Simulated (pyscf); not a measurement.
H₂Si=PH (SMILES [SiH2]=P) + PH₃ (SMILES P) → H₃Si–PH–PH₂ (SMILES [SiH3]PP), gas phase, singlet surface. Single points on ωB97X-D3(BJ)/def2-SVP structures (PySCF, gas phase). MP2 and CC: frozen core, UHF for open shells. ΔMP2 is the change of the MP2 total energy from the triple- to the quadruple-zeta basis. ΔG in kcal/mol from CCSD(T)/def2-TZVPP + ΔMP2(QZVPP) energies (ideal gas, 1 atm, RRHO with modes under 100 cm⁻¹ raised to 100, one conformer, R ln 2 for chiral ones without a mode under 150 cm⁻¹).

| T (K) | ΔG |
|---|---|
| 298 | -22.2 |
| 600 | -12.0 |
| 900 | ? |
| 1200 | +7.1 |

Question: Fit a line to the three values, predict ΔG at 900 K, and estimate where the reaction turns unfavourable at 1 atm of each gas.

Answer: Least squares gives ΔG = -31.7 + 32.4 × T/1000 K, so ΔS is about -136 J/(mol K) and ΔH about -31.7 kcal/mol over this range (ΔH at 298 K: -32.6). At 900 K the line gives -2.5; the computed value is -2.2. ΔG = 0 falls near 980 K; 1 kcal/mol in the energy moves that by 31 K. This is thermodynamics alone and says nothing of the barrier. The CCSD(T) − MP2 part came from Ansatz, without density fitting, on the same reference.
